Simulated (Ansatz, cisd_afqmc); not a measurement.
Species: H3O, charge 1, singlet. H3O+ (SMILES [OH3+]).
B3LYP-D3(BJ)/def2-TZVP minimum from Ansatz (an electronic-structure program):
```xyz
4

O      0.0646     0.0016     0.0270
H      0.0018     0.8028    -0.5358
H      0.0191    -0.8364    -0.4814
H     -0.5378     0.0209     0.8012
```
Charge +1, spin multiplicity 1.

Total energies in cc-pVDZ, 8 correlated electrons, 1 frozen orbitals. UHF or UKS for unpaired electrons; spin-orbit terms are left out. Correlated methods leave the cores frozen. No relativity. The Monte Carlo rows (phaseless AFQMC, CISD trial, step 0.005/hartree) carry one-sigma bars that omit the constraint's bias. Outlying blocks are dropped, and bars are widened where a walk drifts. Over all cases where full CI ran beside it in this data, AFQMC minus full CI had a median of +0.1 mEh and passed +0.4 mEh in a tenth of the cases.

| method | program | energy (Eh) | minus CCSDTQ (mEh) |
|---|---|---|---|
| HF | Ansatz | -76.31118 | 218.13 |
| MP2 | Ansatz | -76.51440 | 14.91 |
| CCSD | Ansatz | -76.52556 | 3.75 |
| CCSD(T) | Ansatz | -76.52873 | 0.58 |
| CCSDT(Q) | Ansatz | -76.52933 | -0.02 |
| CCSDTQ | Ansatz | -76.52931 | 0.00 |
| AFQMC/CISD | cisd_afqmc | -76.5292 ± 0.0001 | 0.2 ± 0.1 |

Rough core times of Ansatz's runs on a shared machine: CCSD(T) under 20 s, CCSDT(Q) under 20 s, CCSDTQ 30 s.
